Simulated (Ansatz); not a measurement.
A calculation with Ansatz (development build ahead of 0.2.0).

```yaml
crystal:
  periodic: [false, false, false]
  atoms:
    - { symbol: O, position_ang: [0.0, 0.0, 0.0] }
    - { symbol: Al, position_ang: [0.0, 0.0, 4.536] }
basis:
  gaussian: { orbitals: pcseg-2 }
total_charge: -1
magnetization:
  initial_magnetization: 2
hamiltonian:
  xc: pbe
```

The input is written out in the form of the current development build from the run's settings.

Output:

```yaml
Converged: yes
Total_energy: -317.32012 hartree
Spin_squared_of_the_determinant: 2.000
Stability_test: minimum among restricted orbitals
```

Caution: stretched shape with no unrestricted run beside it, a lower state can exist; no diffuse functions for an anion; charge can spread falsely over distant fragments.
